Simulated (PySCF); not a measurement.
# 2 BH → B₂H₂

Level: PBE0 in the def2-TZVP basis family, all electrons, no relativity, computed in PySCF with density fitting; open shells unrestricted.

```json
{"species": "BH", "state and structure": "singlet, C∞v, B–H 1.241 Å", "E (Eh)": "-25.24752", "ZPE (kJ/mol)": "13.9", "H(298 K) − H(0) (kJ/mol)": "8.7", "S° (J/(mol K))": "172.0"}
{"species": "B₂H₂", "state and structure": "triplet, D∞h, B–B 1.510 Å, B–H 1.177 Å (×2)", "E (Eh)": "-50.70150", "ZPE (kJ/mol)": "55.2", "H(298 K) − H(0) (kJ/mol)": "10.5", "S° (J/(mol K))": "214.0"}
```

Q: What is the electronic reaction energy?

A: At PBE0/def2-TZVP, ΔE = -542.1 kJ/mol from the differences of the total energies times 2625.5, downhill.

Q: Add zero-point, thermal and entropy terms for 298.15 K and 1 bar.

A: ΔZPE = 27.4 and Δ[H(298) − H(0)] = -6.9 kJ/mol give ΔH° = -521.6 kJ/mol. ΔS° = -130.0 J/(mol K), so ΔG° = -521.6 − 298.15 × (-0.1300) = -483 kJ/mol.

The structures come from searches over a few start shapes, so lower isomers are not excluded.
